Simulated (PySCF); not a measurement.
Identify the unknown among the candidates.

All candidates are C4H4N2.

| technique | computed result |
| --- | --- |
| Rotational structure | rotational constants A, B, C: 13.649, 2.033, 1.882 GHz [PBE0-D3(BJ)/def2-SVP] |
| Couplings | largest of the computed one-bond spin–spin couplings (means over like bonds): 13C–1H +257.7, 13C–1H +194.2, 13C–1H +141.2, 13C–1H +139.9, 13C–13C +66.1, 13C–13C +49.6, 13C–13C +35.5, 15N–13C -18.5 Hz [B3LYP/pcJ-1, spin–dipole term left out for some pairs] |
| UV, strongest line | among the 10 lowest singlet transitions: S9 at 8.78 eV (141 nm, f = 0.075) [TDDFT wB97X-D/def2-SVPD] |
| Valence photoelectron | vertical ionisation energy: 10.84 eV [ΔSCF wB97X-D/def2-SVPD] |
| 13C NMR | chemical shifts (computed TMS as zero) by class: 178.7 (1 C), 121.5 (1 C), 25.3 (1 C), 25.3 (1 C) ppm [GIAO PBE0/pcSseg-1] |
| NMR, other nuclei | isotropic shieldings of nuclei other than C and H, by class: -96 (1 N), -43 (1 N) ppm [GIAO PBE0/pcSseg-1] |
| Polarisability | 53.6 au [wB97X-D/def2-SVPD] |

The electronic properties come from PySCF, for the isolated species, density fitting. Levels stand in brackets. Isolated species at its PBE0-D3(BJ)/def2-SVP geometry (one conformer only). NMR classes are plain means over equivalent atoms (diastereotopic ones count apart unless rotation or inversion swaps them), as if these changed places fast.

Problem. Which candidate is it?
A. `C=NC(=C)C#N`
B. `CC(C#N)C#N`
C. `N#CC[C@H]1C=N1`

Solution. C. It is `N#CC[C@H]1C=N1`. Numbering: `[N:1]#[C:2][CH2:3][C@H:4]1[CH:5]=[N:6]1`. Its formula, C4H4N2, gives 4 degrees of unsaturation: 1 ring and 3 π bonds in the structure found. 4 carbons fall into 4 classes; from least to most shielded: C=N carbon [C5] (178.7 ppm), nitrile carbon [C2] (121.5 ppm), sp3 carbon next to a nitrile [C3] (25.3 ppm), ring sp3 carbon bound to nitrogen [C4] (25.3 ppm). The other shieldings belong to: -96 ppm, C=N nitrogen [N6]; -43 ppm, nitrile nitrogen [N1]. The couplings run between: +257.7 Hz, C=N carbon [C5] and its hydrogen; +194.2 Hz, sp3 carbon bound to nitrogen [C4] and its hydrogen; +141.2 Hz, sp3 carbon next to a nitrile [C3] and its hydrogen; +139.9 Hz, sp3 carbon next to a nitrile [C3] and its hydrogen; +66.1 Hz, nitrile carbon [C2] and sp3 carbon next to a nitrile [C3]; +49.6 Hz, sp3 carbon next to a nitrile [C3] and sp3 carbon bound to nitrogen [C4]; +35.5 Hz, sp3 carbon bound to nitrogen [C4] and C=N carbon [C5]; -18.5 Hz, nitrile nitrogen [N1] and nitrile carbon [C2]. The first electron is taken from the HOMO, whose largest Löwdin shares are 0.40 on the C=N nitrogen, 0.27 on the sp3 carbon bound to nitrogen and 0.18 on the C=N carbon. The optimised geometry has point group C1 and is an asymmetric top.

The others, at the same levels:
- `C=NC(=C)C#N` fails: its computed 13C shifts are 162.1 (1 C), 142.8 (1 C), 138.3 (1 C), 116.6 (1 C) ppm, vertical ionisation energy is 10.12 eV (against 10.84 eV) and strongest line among the 10 lowest singlet transitions is S2 at 5.91 eV (210 nm, f = 0.498) (against S9 at 8.78 eV).
- `CC(C#N)C#N` fails: it has 3 carbon classes against 4; its computed 13C shifts are 119.0 (2 C), 19.5 (1 C), 17.2 (1 C) ppm, vertical ionisation energy is 12.33 eV (against 10.84 eV) and strongest line among the 10 lowest singlet transitions is S7 at 9.09 eV (136 nm, f = 0.042) (against S9 at 8.78 eV).

Each candidate is one conformer, not necessarily the lowest. Dipoles, sizes and rotational constants follow the conformer. The torsions of the flexible species, by atom-mapped SMILES:
- `[N:1]#[C:2][CH2:3][C@H:4]1[CH:5]=[N:6]1`: C2–C3–C4–C5 94°
- `[CH2:1]=[N:2][C:3](=[CH2:4])[C:5]#[N:6]`: C1–N2–C3–C4 180°
